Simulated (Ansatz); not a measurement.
System: Si2, charge 0, triplet. Si2 (SMILES [Si]=[Si], triplet).
B3LYP-D3(BJ)/def2-TZVP minimum from Ansatz (an electronic-structure program):
```
Si
Si 1 2.2679
```
Charge 0, spin multiplicity 3.

Wanted: atomisation energy (electronic, to ground-state atoms), in kJ/mol. Open shells are spin-unrestricted; no spin-orbit coupling. CBS(X,Y): correlation extrapolated as X^-3, Hartree-Fock from the larger set (Q,5: extrapolated as (X+1)exp(-9√X)). A bracket is a step between two methods taken in the basis named. The functionals are non-relativistic, so their misses hold any scalar relativity. '+ core + X2C': CCSD(T) terms for core correlation (cc-pwCVTZ, 1s frozen past Ne) and scalar relativity (cc-pVTZ-DK).

CCSD(T)/CBS(cc-pV(Q+d)Z,cc-pV(5+d)Z) + [CCSDT(Q) - CCSD(T)]/cc-pV(Q+d)Z + [CCSDTQ - CCSDT(Q)]/cc-pV(D+d)Z + core + X2C (Ansatz) gives 320.9 kJ/mol.

**Question.** How far off this value is PBE/def2-TZVPD (Ansatz), in which direction, and which of these levels come nearer: r2SCAN/def2-TZVPD, B3LYP/def2-TZVPD, PBE0/def2-TZVPD, wB97M-V/def2-TZVPD, CCSD(T)/CBS(cc-pV(Q+d)Z,cc-pV(5+d)Z) + core + X2C?

**Answer.** PBE gives 342.3 kJ/mol, 21.4 kJ/mol above it. Differences of the others: r2SCAN/def2-TZVPD (Ansatz) 7.0; B3LYP/def2-TZVPD (Ansatz) -6.4; PBE0/def2-TZVPD (Ansatz) 3.5; wB97M-V/def2-TZVPD (Ansatz) 6.2; CCSD(T)/CBS(cc-pV(Q+d)Z,cc-pV(5+d)Z) + core + X2C (Ansatz) -3.2 kJ/mol. Nearer than PBE: r2SCAN/def2-TZVPD, B3LYP/def2-TZVPD, PBE0/def2-TZVPD, wB97M-V/def2-TZVPD, CCSD(T)/CBS(cc-pV(Q+d)Z,cc-pV(5+d)Z) + core + X2C.
